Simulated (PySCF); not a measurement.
# HNO3 (peroxynitrous acid) at revPBE/6-311+G(d,p)

What is the energy change on altering one bond length of HNO3 (peroxynitrous acid) at revPBE/6-311+G**? The job is set up through a Python script.

The calculation is run with PySCF 2.14.0.

1 further run of the same task is left out (set aside as unsound or not needed).

### 1 The molecule

The species is HNO3 (5 atoms), meant as a singlet with charge 0. SMILES: `O=NOO`. The coordinates come from a PBE0-D4/def2-TZVP relaxation. This is one conformer, not always the lowest.

Bond lengths: O1–N2 1.180 Å, N2–O3 1.353 Å, O3–O4 1.401 Å, O4–H5 0.984 Å. Angles: O1–N2–O3 114.6°, N2–O3–O4 114.1°, O3–O4–H5 101.0°.

### 2 A single-point energy at revPBE/6-311+G(d,p)

start.xyz reads:

```xyz
5
HNO3
O      0.136350    -0.835310     0.979060
N     -0.871770    -0.628300     0.400790
O     -0.775090     0.288530    -0.589000
O      0.508600     0.826880    -0.747550
H      1.001920     0.348200    -0.043280
```

input.py reads:

```python
# peroxynitrous acid
from pyscf import gto, dft

mol = gto.Mole()
mol.atom = 'start.xyz'
mol.charge = 0
mol.basis = '6-311+g**'
mol.spin = 0
mol.max_memory = 1860
mol.verbose = 3
mol.build()

mf = dft.RKS(mol)
mf.xc = 'revpbe'
mf.grids.level = 5
mf.conv_tol = 1e-10
mf.kernel()
if not mf.converged:
    mf = mf.newton().run(mf.mo_coeff, mf.mo_occ)

energy = mf.e_tot
print(f'total energy: {energy:.8f} hartree')
```

Run with:

```bash
$ OMP_NUM_THREADS=1 python input.py
```

The program printed:

```text
converged SCF energy = -280.868669385939
total energy: -280.86866939 hartree
```

It took 15 s on 1 thread of Arm Neoverse V1, shared host; peak memory 0.46 GiB.

### 3 The distorted shape, same level

calc.py reads:

```python
from pyscf import gto, dft

mol = gto.M(
    atom=[
    ('O', (-0.505486, -1.104481, 1.058334)),
    ('N', (-1.513606, -0.897471, 0.480064)),
    ('O', (-1.416926, 0.019359, -0.509726)),
    ('O', (0.508600, 0.826880, -0.747550)),
    ('H', (1.001920, 0.348200, -0.043280)),
],
    max_memory=1860,
    basis='6-311+g**',
    verbose=3,
    charge=0,
)

mf = dft.RKS(mol, xc='revpbe')
mf.grids.level = 5
mf.conv_tol = 1e-10
mf.kernel()
if not mf.converged:
    mf = mf.newton().run(mf.mo_coeff, mf.mo_occ)

etot = mf.e_tot
print('E = %.10f Eh' % etot)
```

Run with:

```bash
$ OMP_NUM_THREADS=1 python calc.py
```

The program printed:

```text
converged SCF energy = -280.83344564365
E = -280.8334456436 Eh
```

Run time: 20 s. Hardware: 1 thread of Arm Neoverse V1, shared host; peak memory 0.46 GiB.

### 4 Results

At revPBE/6-311+G**:

```
                                                         quantity          value
                                        first shape: total energy  -280.86867 Eh
                                       first shape: dipole moment         0.91 D
                                         first shape: HOMO energy       -7.53 eV
                                         first shape: LUMO energy       -3.70 eV
                                       first shape: HOMO–LUMO gap        3.83 eV
                                    distorted shape: total energy  -280.83345 Eh
                                   distorted shape: dipole moment         1.99 D
                                     distorted shape: HOMO energy       -7.45 eV
                                     distorted shape: LUMO energy       -6.63 eV
                                   distorted shape: HOMO–LUMO gap        0.82 eV
energy change with the O3–O4 bond stretched from 1.401 to 2.101 Å       0.958 eV
```

What this shows: One bond (distorted shape) is far stretched, which a spin-restricted single reference describes badly; a broken-symmetry solution may lie lower. With the O3–O4 bond stretched from 1.401 to 2.101 Å the energy rises by 0.96 eV (92.5 kJ/mol). The first shape isn't relaxed at this level, so the change isn't measured from a minimum. A restricted reference can't describe the breaking bond well at this length.
